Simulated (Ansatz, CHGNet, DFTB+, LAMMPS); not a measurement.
## How well does each level of theory give the cohesive energy of bcc Cs?

Reference value: 0.81 eV/atom (measured, static lattice: zero-point vibration energy added; as tabulated in Mejia-Rodriguez and Trickey (2018), arXiv:1807.09216).

```json
[
 {"level (code)": "Lennard-Jones uff-vdw (LAMMPS)", "value (eV/atom)": "0.02", "cell (Å³/atom)": "61.47", "error (eV/atom)": "-0.79"},
 {"level (code)": "GFN1-xTB as cut by DFTB+", "value (eV/atom)": "4.12", "cell (Å³/atom)": "116.78", "error (eV/atom)": "+3.31"},
 {"level (code)": "CHGNet 0.3.0", "value (eV/atom)": "0.03", "cell (Å³/atom)": "108.87", "error (eV/atom)": "-0.78"},
 {"level (code)": "LDA (Ansatz)", "value (eV/atom)": "0.87", "cell (Å³/atom)": "95.85", "error (eV/atom)": "+0.06"},
 {"level (code)": "BLYP (Ansatz)", "value (eV/atom)": "0.39", "cell (Å³/atom)": "124.44", "error (eV/atom)": "-0.42"},
 {"level (code)": "PBE (Ansatz)", "value (eV/atom)": "0.71", "cell (Å³/atom)": "116.96", "error (eV/atom)": "-0.10"},
 {"level (code)": "PBE-D3(BJ) (Ansatz)", "value (eV/atom)": "0.80", "cell (Å³/atom)": "110.16", "error (eV/atom)": "-0.01"},
 {"level (code)": "r²SCAN (Ansatz)", "value (eV/atom)": "0.68", "cell (Å³/atom)": "123.41", "error (eV/atom)": "-0.13"},
 {"level (code)": "HSE06 (Ansatz)", "value (eV/atom)": "0.69", "cell (Å³/atom)": "121.87", "error (eV/atom)": "-0.12"}
]
```

Leaving aside Lennard-Jones uff-vdw (doubt noted below), GFN1-xTB as cut by DFTB+ (doubt noted below), CHGNet 0.3.0 (doubt noted below): Once the reference is moved by up to 0.03 eV/atom (a margin picked here for doubts on the reference and the settings) and values within 0.03 eV/atom count as equal, the nearest can be PBE-D3(BJ) (-0.01 eV/atom) or LDA (+0.06 eV/atom). Among them BLYP (-0.42 eV/atom) misses by most. Within 0.2 eV/atom: LDA, PBE, PBE-D3(BJ), r²SCAN, HSE06.

Density-functional levels without +SOC have no spin–orbit coupling, which shifts binding energies of heavy elements. Lennard-Jones uff-vdw: this is a force field's van der Waals term alone, without bonds or charges. Lennard-Jones uff-vdw: pair potentials favour close packing, so symmetry can be all that holds this lattice. GFN1-xTB as cut by DFTB+: the free atoms are run in the same model without spin. GFN1-xTB as cut by DFTB+: the method was fitted mainly to molecules. GFN1-xTB as cut by DFTB+: codes differ in how they cut the long-range tail of xTB's charge interaction in a crystal, so the value belongs to this code. CHGNet 0.3.0: free atoms can lie outside what these potentials were trained on. Each level is taken at its own relaxed cell. Cutoffs and k meshes differ between the levels. Ansatz's density-functional and Hartree–Fock values are scalar-relativistic unless marked +SOC, with PAW data made under PBE.

Machine-learned potentials (CHGNet 0.3.0) are trained on DFT data: a solid inside that data is no test of them.

Differences are worked out from the printed values.

Ansatz is a program for electronic structure.
